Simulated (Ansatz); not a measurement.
# BSO (quartet): the correlation ladder at a displaced geometry (v2), cc-pVDZ

One table from this session's results is given with a row withheld; the runs are named, their logs left out.

Method: cc-pVDZ, core rule «outside noble gas», up to 7 orbitals frozen; program: Ansatz 0.2.0, Gaussian basis.

Plan: UHF; CCSD(T) on ROHF; CCSD(T) on UHF; BCCD(T) on ROHF; CISD; CCSDT(Q) on ROHF; CCSDT(Q) on UHF.

41 further runs of the same task are left out: 15 for a known fault of the program, 13 that didn't finish, 13 set aside as unsound or not needed.

### The system

The geometry is a PBE0/def2-TZVP stationary point (not a proven minimum) with its atoms shifted at random (size 0.100 Å).

3 atoms, charge 0, spin multiplicity 4.

Atoms are counted from 1 here; the program's logs count them from 0.

Bond lengths: B1–S2 1.763 Å, S2–O3 1.538 Å. Angles: B1–S2–O3 110.6°.

Geometry (Å):

```
B     0.1138   -0.5868    1.5202
S    -0.0511    0.4184    0.0816
O     0.0255   -0.4420   -1.1908
```

The first run:

in.yaml reads:

```yaml
crystal:
  periodic: [false, false, false]
  atoms:
    - {symbol: B, position_ang: [0.113778, -0.586796, 1.520188]}
    - {symbol: S, position_ang: [-0.051097, 0.418388, 0.081602]}
    - {symbol: O, position_ang: [0.025524, -0.442001, -1.190752]}
basis:
  gaussian: {orbitals: cc-pVDZ}
magnetization: {spin_polarized: true, initial_magnetization: 3}
hamiltonian: {xc: hf}
output: {orbitals: {seedname: orbitals}}
```

Run with:

```
$ ansatz run in.yaml --threads 1 --pin off --events-out ev --progress --plain --max-ram 2393MiB
```

Steps of the session up to this table: UHF; CCSD(T) on ROHF; CCSD(T) on UHF; BCCD(T) on ROHF; CISD; CCSDT(Q) on ROHF; CCSDT(Q) on UHF.

One of the session's tables, all rows but one given; the rest of the session is left out.

| method | from RCCSDT(Q) (kcal/mol) |
| --- | --- |
| ROHF | +237.92 |
| UHF | +231.06 |
| RMP2 | +34.64 |
| UMP2 | +34.19 |
| CISD | +35.88 |
| RCCSD | ? |
| UCCSD | +10.94 |
| RCCSD(T) | +2.57 |
| UCCSD(T) | +2.63 |
| BCCD(T) | +2.31 |
| RCCSDT | +1.11 |
| UCCSDT | +1.10 |
| RCCSDT(Q) | 0 |
| UCCSDT(Q) | -0.11 |

**Question.** Estimate the row for RCCSD.

The run gave: from RCCSDT(Q) (kcal/mol): +11.11. In the column «from RCCSDT(Q) (kcal/mol)» it lies between UCCSD (+10.94) and UMP2 (+34.19).

Caveats from the session: Restricted and unrestricted rows rest on different reference determinants; where their highest levels disagree by more than a few hundredths of an eV, they describe different states and don't form one ladder.
